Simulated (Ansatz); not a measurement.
Input file:

```yaml
crystal:
  periodic: [false, false, false]
  atoms:
    - {symbol: Si, position_ang: [0.000000, 0.000000, 0.000000]}
    - {symbol: Si, position_ang: [0.000000, 0.000000, 2.505000]}
basis:
  gaussian: {orbitals: cc-pVDZ}
magnetization: {spin_polarized: false}
correlation: {method: ccsdt_q, electrons: outside_noble_gas}
```

```sh
$ ansatz run in.yaml --threads 1 --pin off --events-out ev --progress --plain --max-ram 2393MiB
```

Task: Roughly how long does this take on 1 thread of Arm Neoverse V1, shared host, and how much host memory?

Result: 2.1 s wall and 0.17 GiB.

```
661 factors; integrals over basis functions are off by at most 1.3e-7 eV
mean field evaluation 1: about -15719.9186 eV, gradient 5.0e0 eV
mean field evaluation 2: about -15719.9195 eV, gradient 5.0e0 eV
mean field evaluation 4: about -15720.1417 eV, gradient 2.8e-1 eV
mean field evaluation 8: about -15720.1420 eV, gradient 5.6e-4 eV
mean field evaluation 16: about -15720.1474 eV, gradient 1.0e-1 eV
mean field evaluation 32: about -15720.1420 eV, gradient 1.7e-3 eV
mean field -15720.14201555 eV, -577.7045635764 hartree, gradient 1.6e-6 eV, S^2 0.000000; 3 other end points of the search recorded, 0 dependent functions left out; unrestricted orbitals would lower it
mean field evaluation 64: about -15721.1373 eV, gradient 4.2e-1 eV
determinant -15720.14201555 eV, -577.7045635764 hartree, with singles and doubles -15725.20368308 eV, -577.8905764273 hartree
determinant -15718.18679165 eV, -577.6327104235 hartree, with singles and doubles -15724.24818146 eV, -577.8554623903 hartree
unrestricted determinant -15721.16610769 eV, -577.7421982685 hartree, S^2 1.7757
10 core orbitals not correlated: weight in the atoms' cores, before any rotation towards them, 1.000 or more for the frozen orbitals, at most 0.000 for the correlated occupied ones
reference -15720.14201555 eV, -577.7045635764 hartree; 4, 4 occupied and 22, 22 virtual orbitals, 661 factors
second order -4.04613526 eV of doubles, -0.00000000 eV of singles
cycle   1  -4.64359052 eV  change   -6.0e-1 eV  update   1.1e-1
cycle   2  -5.16364037 eV  change   -5.2e-1 eV  update   6.3e-2
cycle   3  -5.37346339 eV  change   -2.1e-1 eV  update   3.2e-2
...
cycle  21  -5.41209037 eV  change    8.8e-5 eV  update   3.4e-5
cycle  22  -5.41206661 eV  change    2.4e-5 eV  update   1.7e-5
cycle  23  -5.41206858 eV  change   -2.0e-6 eV  update   8.7e-6
cycle  24  -5.41207553 eV  change   -7.0e-6 eV  update   5.9e-6
cycle  25  -5.41208403 eV  change   -8.5e-6 eV  update   4.2e-6
cycle  26  -5.41209039 eV  change   -6.4e-6 eV  update   2.6e-6
cycle  27  -5.41209034 eV  change    4.8e-8 eV  update   1.9e-6
cycle  28  -5.41209152 eV  change   -1.2e-6 eV  update   9.7e-7
cycle  29  -5.41209196 eV  change   -4.4e-7 eV  update   4.7e-7
cycle  30  -5.41209211 eV  change   -1.5e-7 eV  update   3.0e-7
perturbative correction -0.06271949 eV, -0.0023048988 hartree
Total energy: -15725.61682715 eV, -577.9057591919 hartree
```
